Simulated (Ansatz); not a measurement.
Species: H2O, charge 1, doublet. H2O+ (parent SMILES O, doublet).
B3LYP-D3(BJ)/def2-TZVP minimum from Ansatz (an electronic-structure program):
```
O
H 1 1.0078
H 1 1.0078 2 110.00
```
Charge +1, spin multiplicity 2.

Total energies in cc-pVQZ, 7 correlated electrons, 1 frozen orbitals. Radicals and triplets start from unrestricted determinants; spin-orbit coupling is neglected. Correlated methods leave the cores frozen. No relativity.

| method | program | energy (Eh) | minus CCSDT(Q) (mEh) |
|---|---|---|---|
| HF | Ansatz | -75.66321 | 235.07 |
| MP2 | Ansatz | -75.87835 | 19.93 |
| CCSD | Ansatz | -75.89212 | 6.16 |
| CCSD(T) | Ansatz | -75.89781 | 0.47 |
| CCSDT(Q) | Ansatz | -75.89828 | 0.00 |

Rough core times of Ansatz's runs on a shared machine: CCSD(T) 30 s, CCSDT(Q) 20 min.
